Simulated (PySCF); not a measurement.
PySCF input file for O₂, SMILES O=O (connectivity only; charge and spin as stated), charge +1, multiplicity 2, TDA-M06-2X/def2-TZVPD. Geometry optimised at PBE0-D3(BJ)/def2-TZVPD.

```python
import numpy as np
from pyscf import gto, scf, dft, tdscf

mol = gto.M(
    atom='''
    O     0.00000000    0.00000000   -0.54919871
    O     0.00000000    0.00000000    0.54919871
    ''',
    basis='def2-TZVPD',
    charge=1,
    spin=1,
    max_memory=1600,
    verbose=4,
)
mf = dft.UKS(mol, xc='m06-2x').density_fit(auxbasis='def2-universal-jkfit')
mf.grids.level = 4
mf.conv_tol = 1e-9
mf.max_cycle = 100
mf.kernel()
fine, coarse = mf.grids, dft.Grids(mol).set(level=1).build(with_non0tab=True)
for _ in range(3):  # follow internal instabilities
    mf.grids = coarse
    mo, _, stable, _ = mf.stability(return_status=True, nroots=4)
    mf.grids = fine
    if stable:
        break
    mf.kernel(mf.make_rdm1(mo, mf.mo_occ))
mf.grids = dft.Grids(mol).set(level=2).build(with_non0tab=True)  # coarser grid for the response kernel
td = tdscf.TDA(mf)
td.nstates = 10
td.conv_tol = 1e-4
td.kernel(x0=td.get_init_guess(mf, 15))
td.analyze()
```

Program output:

```
PySCF version 2.14.0

[INPUT] verbose = 4
[INPUT] num. atoms = 2
[INPUT] num. electrons = 15
[INPUT] charge = 1
[INPUT] spin (= nelec alpha-beta = 2S) = 1
[INPUT] symmetry False subgroup None
[INPUT] Mole.unit = angstrom
[INPUT] Symbol           X                Y                Z      unit          X                Y                Z       unit  Magmom
[INPUT]  1 O      0.000000000000   0.000000000000  -0.549198710000 AA    0.000000000000   0.000000000000  -1.037835149864 Bohr   0.0
[INPUT]  2 O      0.000000000000   0.000000000000   0.549198710000 AA    0.000000000000   0.000000000000   1.037835149864 Bohr   0.0

nuclear repulsion = 30.8334131910834
number of shells = 28
number of NR pGTOs = 110
number of NR cGTOs = 80
basis = def2-TZVPD
ecp = {}


******** <class 'pyscf.df.df_jk.DFUKS'> ********
method = DFUKS
initial guess = minao
damping factor = 0
level_shift factor = 0
DIIS = <class 'pyscf.scf.diis.CDIIS'>
diis_start_cycle = 1
diis_space = 8
diis_damp = 0
SCF conv_tol = 1e-09
SCF conv_tol_grad = None
SCF max_cycles = 100
direct_scf = False
number electrons alpha = 8  beta = 7
XC library pyscf.dft.libxc version 7.1.2
    S. Lehtola, C. Steigemann, M. J. T. Oliveira, and M. A. L. Marques,  SoftwareX 7, 1–5 (2018)
XC functionals = m06-2x
    Y. Zhao and D. G. Truhlar,  Theor. Chem. Acc. 120, 215 (2008)
    Y. Zhao and D. G. Truhlar,  Theor. Chem. Acc. 120, 215 (2008)
radial grids:
    Treutler-Ahlrichs [JCP 102, 346 (1995); DOI:10.1063/1.469408] (M4) radial grids

becke partition: Becke, JCP 88, 2547 (1988); DOI:10.1063/1.454033
pruning grids: <function nwchem_prune>
grids dens level: 4
symmetrized grids: False
atomic radii adjust function: <function treutler_atomic_radii_adjust>
small_rho_cutoff = 0
Set gradient conv threshold to 3.16228e-05
tot grids = 56520
******** <class 'pyscf.df.df.DF'> ********
auxbasis = def2-universal-jkfit
init E= -150.769103683457

WARN: alpha nocc = 8  HOMO -0.206450561969434 >= LUMO -0.206450561969423

  beta  nocc = 7  HOMO = -0.6061075472323  LUMO = -0.206450561969433

WARN: HOMO -0.206450561969434 >= LUMO -0.206450561969433

cycle= 1 E= -149.783433345745  delta_E= 0.986  |g|= 0.458  |ddm|= 1.04
  alpha nocc = 8  HOMO = -0.933603188425273  LUMO = -0.606019833482098
  beta  nocc = 7  HOMO = -1.1955551126501  LUMO = -0.642352491751351
  HOMO = -0.933603188425  LUMO = -0.642352491751  gap/eV = 7.92534
cycle= 2 E= -149.857038710495  delta_E= -0.0736  |g|= 0.239  |ddm|= 0.428
  alpha nocc = 8  HOMO = -0.821804535784182  LUMO = -0.478482361452242
  beta  nocc = 7  HOMO = -1.06491549882261  LUMO = -0.515193036289157
  HOMO = -0.821804535784  LUMO = -0.515193036289  gap/eV = 8.34332
cycle= 3 E= -149.872503875282  delta_E= -0.0155  |g|= 0.0147  |ddm|= 0.11
  alpha nocc = 8  HOMO = -0.816817299953037  LUMO = -0.465517391437812
  beta  nocc = 7  HOMO = -1.05162781178318  LUMO = -0.502684036922458
  HOMO = -0.816817299953  LUMO = -0.502684036922  gap/eV = 8.54800
cycle= 4 E= -149.87261514117  delta_E= -0.000111  |g|= 0.00271  |ddm|= 0.0302
  alpha nocc = 8  HOMO = -0.817526067011556  LUMO = -0.464830195346248
  beta  nocc = 7  HOMO = -1.05122660767967  LUMO = -0.502217172643528
  HOMO = -0.817526067012  LUMO = -0.502217172644  gap/eV = 8.57999
cycle= 5 E= -149.872619243986  delta_E= -4.1e-06  |g|= 0.00058  |ddm|= 0.00389
  alpha nocc = 8  HOMO = -0.817877832835705  LUMO = -0.465017278676173
  beta  nocc = 7  HOMO = -1.05136243079364  LUMO = -0.502429503474254
  HOMO = -0.817877832836  LUMO = -0.502429503474  gap/eV = 8.58379
cycle= 6 E= -149.872619372135  delta_E= -1.28e-07  |g|= 6.75e-05  |ddm|= 0.000976
  alpha nocc = 8  HOMO = -0.81787686708995  LUMO = -0.465000936451924
  beta  nocc = 7  HOMO = -1.0513492126421  LUMO = -0.502411449212966
  HOMO = -0.81787686709  LUMO = -0.502411449213  gap/eV = 8.58425
cycle= 7 E= -149.872619374225  delta_E= -2.09e-09  |g|= 7.96e-06  |ddm|= 0.000158
  alpha nocc = 8  HOMO = -0.817875941342933  LUMO = -0.465000141380001
  beta  nocc = 7  HOMO = -1.05134794374434  LUMO = -0.502410113310251
  HOMO = -0.817875941343  LUMO = -0.50241011331  gap/eV = 8.58426
cycle= 8 E= -149.872619374508  delta_E= -2.83e-10  |g|= 6.77e-06  |ddm|= 2.44e-05
  alpha nocc = 8  HOMO = -0.81787585358601  LUMO = -0.465000071334476
  beta  nocc = 7  HOMO = -1.05134786329689  LUMO = -0.502410036902725
  HOMO = -0.817875853586  LUMO = -0.502410036903  gap/eV = 8.58426
Extra cycle  E= -149.87261937475  delta_E= -2.42e-10  |g|= 6.76e-06  |ddm|= 2.1e-05
converged SCF energy = -149.87261937475  <S^2> = 0.75337597  2S+1 = 2.0033731
tot grids = 10360
uhf_internal: lowest eigs of H = [3.98233047e-07 3.23545446e-01 5.00249438e-01 5.02402500e-01]
<class 'pyscf.df.df_jk.DFUKS'> wavefunction is stable in the internal stability analysis
tot grids = 22416


******** <class 'pyscf.tdscf.uks.TDA'> for <class 'pyscf.df.df_jk.DFUKS'> ********
nstates = 10
deg_eia_thresh = 1.000e-03
wfnsym = None
conv_tol = 0.0001
eigh lindep = 1e-12
eigh level_shift = 0
eigh max_cycle = 100


Excitation energies (eV)
[ 6.95611428  7.07067587  7.31543837  8.79628507  8.81689707  9.05245608
  9.20132188  9.79515126 13.59709761 13.9663584 ]

** Excitation energies and oscillator strengths **
Excited State   1:      6.95611 eV    178.24 nm  f=0.0000
       5a ->    9a     -0.13435
       5b ->    9b     -0.21391
       7b ->    8b      0.96507
Excited State   2:      7.07068 eV    175.35 nm  f=0.0007
       7a ->    9a      0.75384
       5b ->    8b     -0.61210
       7b ->    9b     -0.22182
Excited State   3:      7.31544 eV    169.48 nm  f=0.0000
       6a ->    9a      0.67683
       6b ->    8b     -0.73154
Excited State   4:      8.79629 eV    140.95 nm  f=0.0000
       5a ->    9a     -0.69533
       5b ->    9b      0.70966
Excited State   5:      8.81690 eV    140.62 nm  f=0.0014
       7a ->    9a      0.18985
       5b ->    8b      0.53452
       7b ->    9b     -0.82042
Excited State   6:      9.05246 eV    136.96 nm  f=0.0000
       6a ->    9a      0.73050
       6b ->    8b      0.67488
Excited State   7:      9.20132 eV    134.75 nm  f=0.0000
       6b ->    9b     -0.99454
Excited State   8:      9.79515 eV    126.58 nm  f=0.0000
       5a ->    9a     -0.69823
       5b ->    9b     -0.66760
       7b ->    8b     -0.24698
Excited State   9:     13.59710 eV     91.18 nm  f=0.0000
       8a ->   10a      0.98416
       8a ->   14a      0.12350
Excited State  10:     13.96636 eV     88.77 nm  f=0.0050
       8a ->   11a      0.70420
       8a ->   17a     -0.58555
       8a ->   20a      0.25133
       8a ->   26a     -0.12141
       4b ->    9b     -0.27064

** Transition electric dipole moments (AU) **
state          X           Y           Z        Dip. S.      Osc.
  1        -0.0000     -0.0000      0.0001      0.0000      0.0000
  2         0.0000      0.0000      0.0655      0.0043      0.0007
  3        -0.0000     -0.0000     -0.0000      0.0000      0.0000
  4        -0.0000     -0.0000      0.0009      0.0000      0.0000
  5         0.0000     -0.0000      0.0804      0.0065      0.0014
  6         0.0000      0.0000      0.0000      0.0000      0.0000
  7         0.0000      0.0000     -0.0000      0.0000      0.0000
  8         0.0000      0.0000     -0.0001      0.0000      0.0000
  9         0.0000      0.0000      0.0000      0.0000      0.0000
 10         0.0795      0.0914      0.0000      0.0147      0.0050

** Transition velocity dipole moments (imaginary part, AU) **
state          X           Y           Z        Dip. S.      Osc.
  1        -0.0000     -0.0000      0.0000      0.0000      0.0000
  2        -0.0000     -0.0000      0.0134      0.0002      0.0005
  3        -0.0000     -0.0000     -0.0000      0.0000      0.0000
  4        -0.0000     -0.0000      0.0002      0.0000      0.0000
  5        -0.0000     -0.0000      0.0155      0.0002      0.0005
  6        -0.0000      0.0000     -0.0000      0.0000      0.0000
  7        -0.0000     -0.0000     -0.0000      0.0000      0.0000
  8        -0.0000     -0.0000     -0.0000      0.0000      0.0000
  9        -0.0000      0.0000      0.0000      0.0000      0.0000
 10         0.0693      0.0796      0.0000      0.0111      0.0145

** Transition magnetic dipole moments (imaginary part, AU) **
state          X           Y           Z
  1         0.0000     -0.0000      0.0000
  2         0.0000     -0.0000      0.0000
  3         0.0229      0.0263     -0.0000
  4         0.0000     -0.0000      0.0000
  5         0.0000     -0.0000      0.0000
  6        -0.9491     -1.0909      0.0000
  7        -0.7781      0.6769      0.0000
  8         0.0000     -0.0000      0.0000
  9        -0.3759      0.3271      0.0000
 10        -0.0000     -0.0000      0.0000
```

The calculation finished and met its thresholds.

Cost: around 50 core-seconds (rough).
